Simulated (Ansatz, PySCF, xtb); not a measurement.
Potential energy curve for Cl2, singlet.

- RHF/6-31G* = PySCF with restricted Hartree-Fock/6-31G*, spherical d
- UKS-B3LYP/6-31G* = unrestricted B3LYP/6-31G*, spherical d (PySCF)
- GFN1-xTB (xtb)
- UKS-PBE = Ansatz (a quantum-chemistry and plane-wave program) with unrestricted PBE/cc-pVTZ

Energies are in kcal/mol, each relative to the lowest point of its own curve near equilibrium.

```
R / Å  RHF/6-31G*  UKS-B3LYP/6-31G*  GFN1-xTB  UKS-PBE
-----  ----------  ----------------  --------  -------
1.60         81.8              87.1      70.4     78.5
1.68         44.5              49.9      39.4     44.0
1.80         13.5              17.9      13.1     14.7
1.87          4.8               8.0       5.1      6.0
1.91          2.0               4.4       2.4      2.9
1.98          0.0               0.9       0.0      0.2
2.04          0.5               0.0       0.0      0.0
2.08          1.7               0.3       0.8      0.6
2.18          6.8               3.0       5.0      4.3
2.31         16.1               9.4      13.5     11.7
2.44         27.0              17.4      24.0     20.4
2.65         45.2              30.1      41.7     33.9
2.96         70.2              41.6      62.9     47.8
3.30         92.7              46.0      77.2     57.4
3.54        105.3              47.3      82.7     60.6
3.94        121.0              48.1      86.6     62.7
4.40        133.1              48.4      87.5     63.4
4.81        140.2              48.4      87.6     63.7
5.30        145.9              48.5      87.6     63.8
5.99        151.0              48.5      87.7     63.9
6.97        155.5              48.5      87.7     63.9
7.88        158.5              48.5      87.7     63.9
```

At the longest distance, 7.88 Å, RHF/6-31G* lies highest above its minimum (158.5 kcal/mol) and UKS-B3LYP/6-31G* lowest (48.5 kcal/mol).

The restricted form behind RHF/6-31G* keeps the bonding electrons paired and can't separate into open-shell fragments. The unrestricted solution behind UKS-B3LYP/6-31G* changes between 2.65 and 2.96 Å, which can leave a kink. The unrestricted determinant behind UKS-B3LYP/6-31G*, UKS-PBE is spin-contaminated at 2.65 to 7.88 Å (<S²> up to 1.0, against 0.00 for a pure singlet).
